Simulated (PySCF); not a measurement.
Calculation: PySCF with TPSSh-D3(BJ)/def2-TZVP // B3LYP-D3(BJ)/def2-TZVP. Gas-phase values, no solvent. Excitations are Tamm–Dancoff values on a coarser integration grid. The basis has no diffuse functions, so Rydberg states are missing or too high.

Reference species (SMILES): `[CH3][Al]([F])[F]` (neutral, multiplicity 1).

```
Property                                      Result
-------------------------------------------  -------
brightest of the four lowest singlets (TDA)  7.60 eV
HOMO–LUMO gap                                7.71 eV
T1 excitation (TDA)                          6.59 eV
```

Changed species: `[F][Al]([F])[F]` (0 of 3 F replaced by CH3; the reference has 1 of 3 F replaced by CH3).

Q: What does the change do to the brightest of the four lowest singlets (TDA), HOMO–LUMO gap and T1 excitation (TDA)?

A: the brightest of the four lowest singlets (TDA) rises by 1.25 eV, to 8.85 eV; the HOMO–LUMO gap rises by 1.06 eV, to 8.77 eV; the T1 excitation (TDA) rises by 1.29 eV, to 7.88 eV.
